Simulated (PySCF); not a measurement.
## Frontier orbitals and the lowest excitations

Species: 1-hexen-3-yne, C6H8.
Cartesian coordinates in Å at the GFN2-xTB level; atoms count from 1:
```
atom  x, y, z in Å
C1     2.9076    1.0402    0.1435
C2     2.3732   -0.1172   -0.2295
C3     0.9932   -0.3984   -0.1499
C4    -0.1800   -0.6613   -0.0919
C5    -1.5992   -0.9370   -0.0037
C6    -2.3657    0.2584    0.5636
H7     2.3015    1.8409    0.5337
H8     3.9660    1.2233    0.0710
H9     2.9890   -0.9187   -0.6213
H10   -1.9737   -1.1803   -1.0031
H11   -1.7499   -1.8138    0.6343
H12   -3.4281    0.0315    0.6225
H13   -2.2302    1.1309   -0.0717
H14   -2.0044    0.5009    1.5605
```

The calculation used PySCF, TDDFT PBE0/def2-SVPD, vertical, gas phase, core orbitals frozen in the response.

Kohn–Sham orbitals with the atoms that hold most of them (Löwdin shares over 4%, at most four atoms; ? is withheld):

```
orbital  ε (eV)                             atoms
 HOMO-3  -10.36  C6 32%, C5 16%, H13 13%, H14 13%
 HOMO-2   -9.34    C2 30%, C3 23%, C1 18%, C4 11%
 HOMO-1   -7.47      C3 38%, C4 37%, C2 6%, C5 6%
   HOMO   -6.72                                 ?
   LUMO   -0.65                                 ?
 LUMO+1    0.71   C6 22%, C5 18%, C4 11%, H12 10%
 LUMO+2    0.95    C1 19%, C2 18%, C4 14%, C3 14%
```

(1) Which atoms hold the HOMO, and with what shares?

(2) Which atoms hold the LUMO, and with what shares?

(3) How does S1 compare with the orbital gap of 6.08 eV?

(4) Give energy, strength and leading configuration of S1, S2 and S5, and follow the Löwdin shares of the leading atoms from the occupied to the empty orbital.

## Answers

(1) C4 (bonded to 2 C) 25%; C1 (bonded to C and 2 H) 23%; C3 (bonded to 2 C) 22%; C2 (bonded to 2 C and H) 15%.

(2) C1 (bonded to C and 2 H) 31%; C2 (bonded to 2 C and H) 25%; C4 (bonded to 2 C) 14%; C3 (bonded to 2 C) 11%.

(3) S1 is at 5.16 eV (f = 0.0000), 0.91 eV below the gap, made of HOMO-1→LUMO (98%). Its leading pair isn't HOMO and LUMO; the energies of that pair differ by 6.83 eV. 

(4) 
- S1 (5.16 eV, f 0.0000), HOMO-1→LUMO (98%): C3 38% → 11%, C4 37% → 14%, C1 at most 7% → 31%, C2 6% → 25%
- S2 (5.52 eV, f 0.329), HOMO→LUMO (87%): C4 25% → 14%, C1 23% → 31%, C2 15% → 25%
- S5 (7.08 eV, f 0.060), HOMO-1→LUMO+1 (85%): C3 38% → at most 10%, C4 37% → 11%, C6 at most 7% → 22%, C5 6% → 18%

Löwdin shares depend on the basis, the more so with diffuse functions.

On an Intel Xeon at 2.70 GHz with one thread, on a shared host, this took 30 s and 0.70 GiB of memory at its peak.
